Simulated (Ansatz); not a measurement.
bcc K was calculated with rVV10 (Ansatz, a program for electronic structure, PAW).

Numerical settings: plane-wave cutoff 500 eV, 20×20×20 k mesh, Fermi–Dirac smearing 0.1 eV, scalar-relativistic PAW data made under PBE.

Computed at the level's own relaxed cell.

Q: Give the computed equilibrium volume per atom and lattice parameter a.

A: 
equilibrium volume per atom: 67.83 Å³/atom
lattice parameter a: 5.138 Å

Measured, for comparison: equilibrium volume per atom 70.79 Å³/atom, lattice constant a 5.212 Å (low-temperature or extrapolated to 0 K; zero-point anharmonic expansion removed; as tabulated in Csonka et al. (2009), arXiv:0903.4037). Computed (rounded) less measured: equilibrium volume per atom -4.2 %, lattice constant a -1.4 %.

The computed numbers hold no vibrational or temperature effects.

Cost on a shared machine: about 40 core-seconds (a rough figure).
